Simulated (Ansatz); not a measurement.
# SiH− (triplet): wave-function methods side by side, aug-cc-pVTZ

How much of the correlation energy of SiH− (triplet) does each wave-function method recover here?

The runs use Ansatz 0.2.0, Gaussian basis; aug-cc-pVTZ, core rule «outside noble gas», up to 5 orbitals frozen.

Plan: UHF; CCSD(T) on ROHF; CCSD(T) on UHF; BCCD(T) on ROHF; CCSDT(Q) on ROHF; CCSDT(Q) on UHF; CASSCF and MRCISD+Q, 6 electrons in 5 orbitals; CASSCF and MRCISD+Q(relaxed), 6 electrons in 5 orbitals; CASSCF and NEVPT2, 6 electrons in 5 orbitals.

4 further runs of the same task are left out: 4 set aside as unsound or not needed.

## 1. What is computed

The geometry is a PBE0/def2-TZVPD stationary point (not a proven minimum) of the parent state, kept for this charge and spin.

2 atoms, charge -1, spin multiplicity 3.

Atoms are counted from 1 here; the program's logs count them from 0.

Bond lengths: Si1–H2 1.558 Å.

## 2. UHF

Contents of in.yaml:

```yaml
crystal:
  periodic: [false, false, false]
  atoms:
    - {symbol: Si, position_ang: [0.000000, 0.000000, 0.000000]}
    - {symbol: H, position_ang: [0.000000, 0.000000, 1.557600]}
basis:
  gaussian: {orbitals: aug-cc-pVTZ}
total_charge: -1
magnetization: {spin_polarized: true, initial_magnetization: 2}
hamiltonian: {xc: hf}
output: {orbitals: {seedname: orbitals}}
```

Started as:

```
$ ansatz run in.yaml --threads 1 --pin off --events-out ev --progress --plain --max-ram 3956MiB --backend cpu
```

After this run come: CCSD(T) on ROHF; CCSD(T) on UHF; BCCD(T) on ROHF; CCSDT(Q) on ROHF; CCSDT(Q) on UHF; CASSCF and MRCISD+Q, 6 electrons in 5 orbitals; CASSCF and MRCISD+Q(relaxed), 6 electrons in 5 orbitals; CASSCF and NEVPT2, 6 electrons in 5 orbitals.

Q: Predict the results of all the runs planned. Wanted: UCCSDT(Q) below the RHF energy; RMP2 from UCCSDT(Q); UMP2 from UCCSDT(Q); RCCSD from UCCSDT(Q); RCCSD(T) from UCCSDT(Q); UCCSD(T) from UCCSDT(Q); RCCSDT(Q) from UCCSDT(Q); NEVPT2 valence from UCCSDT(Q); MRCISD+Q valence from UCCSDT(Q).

As calculated:

```
                                quantity                                                                                                value
          UCCSDT(Q) below the RHF energy                                                                                           -3.6293 eV
                     RMP2 from UCCSDT(Q)                                                                                      +17.00 kcal/mol
                     UMP2 from UCCSDT(Q)                                                                                      +18.12 kcal/mol
                    RCCSD from UCCSDT(Q)                                                                                       +4.28 kcal/mol
                 RCCSD(T) from UCCSDT(Q)                                                                                       +0.83 kcal/mol
                 UCCSD(T) from UCCSDT(Q)                                                                                       +0.83 kcal/mol
                RCCSDT(Q) from UCCSDT(Q)                                                                                       +0.02 kcal/mol
           NEVPT2 valence from UCCSDT(Q)                                                                                      +19.72 kcal/mol
         MRCISD+Q valence from UCCSDT(Q)                                                                                       +0.71 kcal/mol
MRCISD+Q(relaxed) valence from UCCSDT(Q)                                                                                       +0.43 kcal/mol
       levels within 1 kcal/mol (43 meV)  RCCSD(T), UCCSD(T), BCCD(T), RCCSDT, UCCSDT, RCCSDT(Q), MRCISD+Q valence, MRCISD+Q(relaxed) valence
                           T1 diagnostic                                                                                                0.023
          effectively unpaired electrons                                                                                                 2.01
```

**Reading.** RCCSD(T) misses by +0.83 kcal/mol, 1.0 % of the correlation energy. One determinant dominates. Of the multireference levels listed MRCISD+Q(relaxed) valence comes nearest in total energy (+0.43 kcal/mol), which doesn't show that its space is the better one. These misses are within one basis, not against nature; the frozen cores of restricted and unrestricted runs differ, which can shift their rows.
